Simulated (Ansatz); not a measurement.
```yaml
crystal:
  periodic: [false, false, false]
  atoms:
    - {symbol: Zr, position_ang: [0.000000, 0.000000, 0.000000]}
    - {symbol: F, position_ang: [0.000000, 0.000000, -1.811329]}
    - {symbol: F, position_ang: [0.000000, 0.000000, 1.811329]}
basis:
  gaussian: {orbitals: def2-TZVP}
hamiltonian: {xc: pbe0}
relax: {f_tol: 0.004, max_steps: 80}
```

```sh
$ ansatz run in.yaml --threads 1 --pin off --events-out ev --progress --plain --max-ram 2176MiB
```

Steps of the relaxation (energy above the last step; positions in Å, forces in eV/Å):

```
3
step 1, 338.8 meV
Zr    0.000    0.000    0.000    0.000    0.000    0.000
F     0.000    0.000   -1.811    0.000    0.000   -3.745
F     0.000    0.000    1.811    0.000    0.000    3.745
```

```
3
step 2, 2.6 meV
Zr    0.000    0.000    0.000    0.000    0.000    0.000
F     0.000    0.000   -1.901    0.000    0.000   -0.282
F     0.000    0.000    1.901    0.000    0.000    0.282
```

```
3
step 3, 0.0 meV
Zr    0.000    0.000    0.000    0.000    0.000    0.000
F     0.000    0.000   -1.909    0.000    0.000   -0.023
F     0.000    0.000    1.909    0.000    0.000    0.023
```

```
3
step 4, 0.0 meV
Zr    0.000    0.000    0.000    0.000    0.000    0.000
F     0.000    0.000   -1.910    0.000    0.000    0.000
F     0.000    0.000    1.910    0.000    0.000    0.000
```

Close pairs at the end: Zr1–F3 1.910 Å, Zr1–F2 1.910 Å.

A stationary point of restricted PBE0 after 4 steps (its stability towards spin polarisation wasn't tested); no frequencies were run, so it isn't proven a minimum. 6.5 s on 1 thread of Intel Xeon 6975P-C, shared host.
